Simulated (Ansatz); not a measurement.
This geometry of BH3 + ClH (6 atoms, charge 0, multiplicity 1) is a first-order saddle point.

Computed with RKS PBE0/def2-SVPD (Ansatz 0.2.0).

```xyz
6
Properties=species:S:1:pos:R:3
B 0.008 -0.104 0.113
H -0.001 0.281 1.310
H 1.066 0.063 -0.422
H -1.063 -0.007 -0.416
Cl 0.079 -2.204 0.707
H 0.039 -0.952 1.397
```

Problem. Which two structures does it join? (They come from a converged band through this point; their orientation in space is the band's.)

Solution. Bonds broken: B1–H2, Cl5–H6. Bonds formed: B1–Cl5, H2–H6. BH3 + ClH becomes BClH2 + H2.

Initial state:

```xyz
6
Properties=species:S:1:pos:R:3
B 0.000 0.145 0.002
H -0.011 0.653 1.100
H 1.040 0.105 -0.607
H -1.042 0.037 -0.596
Cl 0.077 -2.060 0.762
H 0.065 -1.804 2.027
```

Final state:

```xyz
6
Properties=species:S:1:pos:R:3
B 0.021 -0.585 -0.486
H 0.020 0.390 2.247
H 1.055 0.025 -0.508
H -1.063 -0.070 -0.495
Cl 0.099 -2.328 -0.467
H -0.004 -0.355 2.400
```

Problem. How far does it lie above each of them?

Solution. 5.4 kcal/mol above the first and 19.7 kcal/mol above the second. This is the barrier of this one path; another mechanism may lie lower. The orbitals stay closed-shell, which can raise the energy where a bond breaks towards radicals; this wasn't checked here.

Run time: 64 s on 2 threads of Arm Neoverse V2, on a shared host, peak memory 0.13 GiB.
